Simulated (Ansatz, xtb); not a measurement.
# Relative energy of two isomers of CHB2+

Structure a is the triplet with the links of `B#C[BH+]` and structure b is `B1=[C+]B1`, a singlet. Both are isolated ions in the gas phase, relaxed with B3LYP/6-31G*.

a (Å):

```tsv
atom	x (Å)	y (Å)	z (Å)
C	0.0000	0.0000	-0.6457
B	0.0000	0.0000	-2.0595
B	0.0000	0.0000	0.7671
H	0.0000	0.0000	1.9381
```

b (Å):

```xyz
4

C     0.0939   -0.8923    0.4681
B     1.1569   -1.0055   -0.3894
B     0.6159    0.4512    0.5533
H     0.8449    1.5818    0.7867
```

Task: Estimate which is lower in electronic energy at CCSD(T)/def2-TZVPP, and by roughly how much.

Result: The CCSD(T)/def2-TZVPP calculation puts structure a lower, by 3.7 kcal/mol.

How the difference moves with the method:

```csv
level,geometry,E(b) − E(a) (kcal/mol),departure from the last row (kcal/mol),"job, with rough time for the two"
B3LYP/6-31G*,B3LYP/6-31G*,+17.0,+13.3,"optimisation, 80 s"
HF/def2-TZVPP,B3LYP/6-31G*,+56.4,+52.7,part of the CCSD(T) run
MP2/def2-TZVPP,B3LYP/6-31G*,+1.5,−2.2,part of the CCSD(T) run
CCSD(T)/def2-TZVPP,B3LYP/6-31G*,+3.7,,"single point, 13 s"
```

As drawn, b has 1 C=B, 1 B–B in place of 1 C≡B. Structure a has no ring, b a 3-membered ring.

The levels shown agree on the order. The largest departure from CCSD(T)/def2-TZVPP is that of HF/def2-TZVPP, 52.7 kcal/mol. Levels run at GFN2-xTB geometries aren't shown. The triplet state of a needn't be its ground state.

With harmonic frequencies from B3LYP/6-31G* (ideal gas, rigid rotor, one conformer each, 400 K, 1 atm): on the last row, ΔE + ΔZPE = +3.4, ΔH = +3.2, ΔG = +3.0 kcal/mol.

The T1 diagnostic of structure b is large, so the coupled-cluster value is less sure. Open shells are spin-unrestricted. The correlated steps freeze 3 core orbitals. ΔG holds the spin degeneracy. Codes used: Ansatz 0.2.0; the last row on 1 thread of Arm Neoverse V1 on a shared host.
